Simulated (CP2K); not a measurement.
# A workflow on C3H5FO (SMILES C=COCF)

Aim: a geometry optimisation (AM1), then the harmonic vibrations of C3H5FO. 

The results are computed with CP2K 2026.2.

5 further runs of the same task are left out: 1 that didn't finish, 4 set aside as unsound or not needed.

## Step 1: The molecule

C3H5FO: 10 atoms, total charge 0, spin state singlet. SMILES: `C=COCF`. All atoms were displaced at random from a relaxed shape. The run starts from this shape.

Bond lengths: C1–C2 1.351 Å, C2–O3 1.357 Å, O3–C4 1.462 Å, C4–F5 1.390 Å, C1–H6 1.139 Å, C1–H7 1.002 Å, C2–H8 1.058 Å, C4–H9 1.172 Å, C4–H10 1.017 Å. Some angles: C1–C2–O3 134.6°, C2–O3–C4 112.0°, O3–C4–F5 101.2°, C1–C2–H8 116.9°, O3–C2–H8 108.5°, C2–C1–H6 118.9°, C2–C1–H7 122.5°, O3–C4–H9 111.4°, O3–C4–H10 109.3°, F5–C4–H9 108.0°.

## Step 2: A geometry optimisation at AM1 (run 1)

File mol.inp:

```
&global
   project mol
   run_type GEO_OPT
   print_level LOW
&end global

&motion
   &geo_opt
      optimizer LBFGS
      max_iter 100
      max_force 1.0E-04
      rms_force 6.7E-05
   &end geo_opt
   &print
      &trajectory
         &each
            geo_opt 1
         &end each
      &end trajectory
      &forces ON
         &each
            geo_opt 1
         &end each
      &end forces
      &restart OFF
      &end restart
      &restart_history OFF
      &end restart_history
   &end print
&end motion

&force_eval
   method Quickstep
   &dft
      &qs
         method AM1
         eps_default 1.0E-10
         &se
            &coulomb
               cutoff [angstrom] 50
               rc_range [angstrom] 0
            &end coulomb
            &exchange
               cutoff [angstrom] 50
               rc_range [angstrom] 0
            &end exchange
         &end se
      &end qs
      &poisson
         periodic NONE
         poisson_solver ANALYTIC
      &end poisson
      &scf
         scf_guess ATOMIC
         eps_scf 1.0E-07
         max_scf 100
         added_mos 2
         &diagonalization
            algorithm STANDARD
         &end diagonalization
         &mixing
            method DIRECT_P_MIXING
            alpha 0.4
         &end mixing
      &end scf
      &print
         &moments
            periodic F
            reference COM
            max_moment 1
         &end moments
         &mulliken OFF
         &end mulliken
         &hirshfeld OFF
         &end hirshfeld
      &end print
   &end dft
   &subsys
      &cell
         abc 13.2 13.5 12.9
         periodic NONE
      &end cell
      &coord
         C      5.590091     6.290397     7.443593
         C      6.326234     5.973192     6.356186
         O      7.171166     6.657436     5.543933
         C      7.296722     8.059545     5.939052
         F      8.209963     8.524267     5.000076
         H      5.607710     7.363206     7.825695
         H      4.990037     5.629738     7.899924
         H      6.261279     4.975733     6.008624
         H      7.783756     8.162291     7.000599
         H      6.391825     8.515439     5.853224
      &end coord
   &end subsys
&end force_eval
```

Launch:

```sh
$ OMP_NUM_THREADS=1 cp2k.psmp mol.inp > mol.out
```

What it wrote:

```text
CP2K| version string:                                       CP2K version 2026.2
[...]
 GLOBAL| Method name                                                        CP2K
[...]
 GLOBAL| Run type                                                        GEO_OPT
[...]
                             - Atoms:                                         10
[...]
                             - Spherical basis functions:                     25
[...]
 Number of electrons:                                                         30
[...]
     1 P_Mix/Diag. 0.40E+00    0.0     0.76989837       -38.7234993286 -3.87E+01
[...]
  *** SCF run converged in    18 steps ***
[...]
 ENERGY| Total FORCE_EVAL ( QS ) energy [hartree]            -46.216890651096733
[...]
 OPT| Step number                                                              1
[...]
 OPT| Total energy [hartree]                                      -46.2366146327
[...]
 OPT| Step number                                                             27
[...]
 OPT| Total energy [hartree]                                      -46.2409807591
[...]
 OPT| Step number                                                             28
[...]
 OPT| Total energy [hartree]                                      -46.2409808391
[...]
 ***                    GEOMETRY OPTIMIZATION COMPLETED                      ***
[...]
    10 DIIS/Diag.  0.80E-07    0.0     0.00000003       -46.2409808391  1.42E-14
  *** SCF run converged in    10 steps ***
  Core-core repulsion energy [eV]:                           2322.41159440757428
  Core Hamiltonian energy [eV]:                             -2040.57943042795773
  Two-electron integral energy [eV]:                        -3080.22648699183037
  Electronic energy [eV]:                                   -3580.69267392387292
  Total energy [eV]:                                        -1258.28107951629886
  Atomic reference energy [eV]:                              1254.74974580332378
  Heat of formation [kcal/mol]:                               -81.43449645049824
[...]
 SE_DIPOLE| Moment [Debye]          1.34147995      -0.06885861      -1.71154774
 SE_DIPOLE| Derivative [a.u.]       0.00000000       0.00000000       0.00000000
 ENERGY| Total FORCE_EVAL ( QS ) energy [hartree]            -46.240980839095741
[...]
```

It took 1.3 s on 1 thread of Arm Neoverse N1, shared host; peak memory 0.14 GiB.

Steps, from the record of the run:

| step | energy from the first frame kept (eV) | largest force (eV/Å) |
| --- | --- | --- |
| 1 | 0.0000 | 2.0157 |
| 3 | -0.0634 | 0.6477 |
| 5 | -0.1037 | 0.4551 |
| 7 | -0.1123 | 0.1521 |
| 9 | -0.1163 | 0.2339 |
| 11 | -0.1175 | 0.0748 |
| 13 | -0.1180 | 0.1152 |
| 15 | -0.1183 | 0.0290 |
| 17 | -0.1185 | 0.0276 |
| 19 | -0.1186 | 0.0256 |
| 21 | -0.1187 | 0.0227 |
| 23 | -0.1188 | 0.0161 |
| 25 | -0.1188 | 0.0081 |
| 27 | -0.1188 | 0.0111 |
| 29 | -0.1188 | 0.0046 |

After the run. Bond lengths: C1–C2 1.335 Å, C2–O3 1.375 Å, O3–C4 1.429 Å, C4–F5 1.366 Å, C1–H6 1.095 Å, C1–H7 1.096 Å, C2–H8 1.105 Å, C4–H9 1.124 Å, C4–H10 1.124 Å. Some angles: C1–C2–O3 126.7°, C2–O3–C4 116.3°, O3–C4–F5 100.8°, C1–C2–H8 125.4°, O3–C2–H8 107.9°, C2–C1–H6 124.0°, C2–C1–H7 120.7°, O3–C4–H9 110.6°, O3–C4–H10 110.6°, F5–C4–H9 111.2°.

## Step 3: The harmonic vibrations at AM1 (run 2)

File qs.inp:

```
&GLOBAL
    PROJECT_NAME qs
    RUN_TYPE VIBRATIONAL_ANALYSIS
    PRINT_LEVEL LOW
&END GLOBAL
&FORCE_EVAL
    METHOD QS
    &DFT
        &QS
            METHOD AM1
            EPS_DEFAULT 1.0E-10
            &SE
                &COULOMB
                    CUTOFF [angstrom] 50
                    RC_RANGE [angstrom] 0
                &END COULOMB
                &EXCHANGE
                    CUTOFF [angstrom] 50
                    RC_RANGE [angstrom] 0
                &END EXCHANGE
            &END SE
        &END QS
        &POISSON
            PERIODIC NONE
            POISSON_SOLVER ANALYTIC
        &END POISSON
        &SCF
            SCF_GUESS ATOMIC
            EPS_SCF 1.0E-08
            MAX_SCF 100
            ADDED_MOS 2
            &DIAGONALIZATION
                ALGORITHM STANDARD
            &END DIAGONALIZATION
            &MIXING
                METHOD DIRECT_P_MIXING
                ALPHA 0.4
            &END MIXING
        &END SCF
        &PRINT
            &MOMENTS
                PERIODIC F
                REFERENCE COM
                MAX_MOMENT 1
            &END MOMENTS
            &MULLIKEN OFF
            &END MULLIKEN
            &HIRSHFELD OFF
            &END HIRSHFELD
        &END PRINT
    &END DFT
    &SUBSYS
        &CELL
            ABC 13.2 13.7 12.9
            PERIODIC NONE
        &END CELL
        &COORD
            C      5.640412     6.450826     7.381010
            C      6.342422     6.032566     6.325316
            O      7.202158     6.784554     5.559875
            C      7.342042     8.158158     5.930144
            F      8.220482     8.592062     4.978492
            H      5.671220     7.473523     7.770936
            H      4.979518     5.763270     7.921508
            H      6.330762     5.007246     5.913870
            H      7.782478     8.246432     6.960711
            H      6.356242     8.692753     5.849034
        &END COORD
    &END SUBSYS
&END FORCE_EVAL
&VIBRATIONAL_ANALYSIS
    DX 0.02
    INTENSITIES T
    NPROC_REP 1
    &PRINT
        &PROGRAM_RUN_INFO ON
        &END PROGRAM_RUN_INFO
    &END PRINT
&END VIBRATIONAL_ANALYSIS
```

Launch:

```sh
$ OMP_NUM_THREADS=1 cp2k.psmp -i qs.inp -o qs.out
```

What it wrote:

```text
CP2K| version string:                                       CP2K version 2026.2
[...]
 GLOBAL| Method name                                                        CP2K
[...]
 GLOBAL| Run type                                           VIBRATIONAL_ANALYSIS
[...]
                             - Atoms:                                         10
[...]
                             - Spherical basis functions:                     25
[...]
  Dipole moment [Debye]
    X=    0.00139443 Y=    0.00060977 Z=    0.00174645     Total=     0.00231654
 VIB|
[...]
 VIB|Frequency (cm^-1)  5.7627528179E+01    1.6296401420E+02    2.5969893269E+02
 VIB|IR int (KM/Mole)   3.0716267768E-01    2.1190618322E+01    1.9581073269E+00
[...]
 VIB|Frequency (cm^-1)  1.8601046566E+03    3.0181367891E+03    3.0633182951E+03
 VIB|IR int (KM/Mole)   1.3703453164E+02    2.2298524344E-01    1.7374211972E-01
[...]
 VIB|Frequency (cm^-1)  3.1780627698E+03    3.1988541110E+03    3.2320750519E+03
 VIB|IR int (KM/Mole)   2.0230568326E+01    4.7251815743E+01    4.4829733750E+01
[...]
```

Wall time 3.3 s (1 thread of Arm Neoverse N1, shared host); peak memory 0.14 GiB.

## Step 4: Results

```
                               quantity           value
    run 1, AM1: total energy at the end    -46.24098 Eh
              run 1, AM1: dipole moment          2.18 D
          run 1, AM1: heat of formation  -81.4 kcal/mol
 run 2, AM1: lowest harmonic wavenumber         58 cm⁻¹
run 2, AM1: highest harmonic wavenumber       3232 cm⁻¹
          run 2, AM1: zero-point energy    207.6 kJ/mol
```

What this shows: The optimisation (run 1, AM1) took 28 steps. All 24 modes (run 2, AM1) are real, so the shape is a minimum at this level.
